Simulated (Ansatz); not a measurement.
# CH6BSi+ (SMILES B[CH+][SiH3]): single points off equilibrium

One table from this session's results is given with a row withheld; the runs are named, their logs left out.

Method: single points in def2-TZVPP; program: Ansatz 0.2.0, Gaussian basis.

Correlated methods freeze the cores. B3LYP uses VWN-RPA correlation.

### The starting structure

SMILES `B[CH+][SiH3]`, 9 atoms, charge 1, spin multiplicity 1.

Atoms are counted from 1 here; the program's logs count them from 0.

Bond lengths: B1–C2 1.474 Å, B1–H4 1.202 Å, B1–H5 1.235 Å, C2–Si3 2.024 Å, C2–H6 1.109 Å, Si3–H7 1.500 Å, Si3–H8 1.523 Å, Si3–H9 1.515 Å. Angles: C2–B1–H4 127.0°, C2–B1–H5 122.7°, H4–B1–H5 110.0°, B1–C2–Si3 126.0°, B1–C2–H6 124.6°, Si3–C2–H6 109.5°, C2–Si3–H7 103.5°, C2–Si3–H8 107.4°, C2–Si3–H9 95.3°, H7–Si3–H8 117.2°, H7–Si3–H9 114.8°, H8–Si3–H9 115.0°.

As a file:

```csv
atom,x (Å),y (Å),z (Å)
B1,-0.89920,0.88930,-1.08040
C2,0.14700,0.70260,-0.05860
Si3,0.62940,-1.04390,0.84350
H4,-2.07310,1.06580,-0.89050
H5,-0.68250,0.76020,-2.28970
H6,0.79760,1.51160,0.33060
H7,2.12760,-1.07460,0.76730
H8,-0.12610,-2.15280,0.12320
H9,0.06930,-0.66150,2.19810
```

The first run:

Input file run/in.yaml:

```yaml
crystal:
  periodic: [false, false, false]
  atoms:
    - {symbol: B, position_ang: [-0.899200, 0.889300, -1.080400]}
    - {symbol: C, position_ang: [0.147000, 0.702600, -0.058600]}
    - {symbol: Si, position_ang: [0.629400, -1.043900, 0.843500]}
    - {symbol: H, position_ang: [-2.073100, 1.065800, -0.890500]}
    - {symbol: H, position_ang: [-0.682500, 0.760200, -2.289700]}
    - {symbol: H, position_ang: [0.797600, 1.511600, 0.330600]}
    - {symbol: H, position_ang: [2.127600, -1.074600, 0.767300]}
    - {symbol: H, position_ang: [-0.126100, -2.152800, 0.123200]}
    - {symbol: H, position_ang: [0.069300, -0.661500, 2.198100]}
basis:
  gaussian: {orbitals: def2-TZVPP}
total_charge: 1
correlation: {method: ccsd_t}
output: {forces: true}
```

No record of the launch command was kept for these runs.

Among the steps run: CCSD(T)/def2-TZVPP; PBE0-D4/def2-TZVPP; wB97M-V/def2-TZVPP; r2SCAN-D4/def2-TZVPP; PBE-D4/def2-TZVPP; B3LYP-D4/def2-TZVPP; r2SCAN0-D4/def2-TZVPP.

One table of the session follows, with a row left open; its other results are not shown here.

| method | RMS force component (eV/Å) | angle to CCSD(T) forces (°) |
| --- | --- | --- |
| CCSD(T) | 0.422 | reference |
| PBE0-D4 | 0.372 | 26.1 |
| wB97M-V | 0.429 | 13.6 |
| r2SCAN-D4 | 0.377 | 34.2 |
| PBE-D4 | ? | ? |
| B3LYP-D4 | 0.383 | 19.4 |
| r2SCAN0-D4 | 0.424 | 19.3 |

Q: Estimate the row for PBE-D4 from the others.

As computed: RMS force component (eV/Å): 0.335; angle to CCSD(T) forces (°): 51.2. In the column «RMS force component (eV/Å)» it is the lowest.
